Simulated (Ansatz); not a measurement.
Molecule: C$_{6}$H$_{5}$, charge 0, multiplicity 2. It need not be the lowest isomer of its formula. SMILES: c1ccc[c]c1
Geometry: optimised at B3LYP-D3(BJ)/def2-TZVP (Ansatz, a first-principles code).

Property: atomisation energy (electronic, to ground-state atoms), in kcal/mol. Valence correlation only, unless marked. UHF or UKS for open shells. Spin-orbit coupling is left out. No relativistic terms.  The program attaches cautions to a run behind CCSD/STO-3G: large difference.

| level | program | atomisation energy (kcal/mol) |
|---|---|---|
| RI-HF/cc-pVTZ | Ansatz | 934.6 |
| revPBE/def2-TZVPD | Ansatz | 1246.8 |
| PBE0/STO-3G | Ansatz | 1453.0 |
| PBE0-D4/def2-TZVP | Ansatz + dftd4 | 1274.7 |
| PBE0/def2-TZVP | Ansatz | 1269.5 |
| r2SCAN0-D4/def2-TZVPD | Ansatz + dftd4 | 1244.1 |
| LC-wPBE-D3(BJ)/def2-TZVPD | Ansatz + dftd3 | 1260.2 |
| CCSD/STO-3G | Ansatz | 1245.8 |
| CCSD/6-31G* | Ansatz | 1139.0 |

The UHF reference is spin-contaminated (<S^2> 0.58 over the pure value in the largest basis). The T1 diagnostic of CCSD in the largest basis is 0.046, which is high, so the coupled-cluster rows are less sure than usual.
